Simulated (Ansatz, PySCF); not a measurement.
Species: C$_{3}$H$_{6}$, charge 0, singlet. C3H6 (SMILES C1CC1).
B3LYP-D3(BJ)/def2-TZVP minimum from Ansatz (an electronic-structure program):
```xyz
9

C      0.0021     0.8680     0.0015
C      0.7506    -0.4358    -0.0075
C     -0.7527    -0.4321     0.0060
H      0.0117     1.4536     0.9108
H     -0.0045     1.4568    -0.9058
H      1.2503    -0.7291    -0.9208
H      1.2665    -0.7323     0.8958
H     -1.2539    -0.7261     0.9183
H     -1.2701    -0.7229    -0.8983
```
Charge 0, spin multiplicity 1.

Wanted: enthalpy of formation at 298 K (by atomisation, with ideal-gas terms from PySCF's Hessian at B3LYP-D3(BJ)/def2-TZVP and the atoms' measured values of the G2/97 table; no spin-orbit terms), in kJ/mol. Open shells are spin-unrestricted; no spin-orbit coupling. CBS(X,Y): correlation extrapolated as X^-3, Hartree-Fock from the larger set. A bracket is a step between two methods taken in the basis named. The functionals are non-relativistic, so their misses hold any scalar relativity. '+ core + X2C': CCSD(T) terms for core correlation (cc-pwCVTZ) and scalar relativity (cc-pVTZ-DK). Where a partner has so few electrons that a lower coupled-cluster level is exact, that level stands in.

Measured: 12.8 kcal/mol, 53.6 kJ/mol (Active Thermochemical Tables 1.112 (ions: stationary electron), as tabulated in the package chemicals); atomic spin-orbit terms, which the calculations lack, would raise the computed values.

Question: How far off this value is PBE/def2-TZVPD (Ansatz), in which direction, and which of these levels come nearer: r2SCAN/def2-TZVPD, CCSD(T)/CBS(cc-pVTZ,cc-pVQZ) + core + X2C?

Answer: PBE gives -4.3 kJ/mol, 57.9 kJ/mol below it. Errors of the others: r2SCAN/def2-TZVPD (Ansatz) -1.8; CCSD(T)/CBS(cc-pVTZ,cc-pVQZ) + core + X2C (Ansatz) -2.0; CCSD(T)/CBS(cc-pVTZ,cc-pVQZ) + [CCSDT(Q) - CCSD(T)]/cc-pVDZ + core + X2C (Ansatz) -3.2 kJ/mol. Nearer than PBE: r2SCAN/def2-TZVPD, CCSD(T)/CBS(cc-pVTZ,cc-pVQZ) + core + X2C, CCSD(T)/CBS(cc-pVTZ,cc-pVQZ) + [CCSDT(Q) - CCSD(T)]/cc-pVDZ + core + X2C.
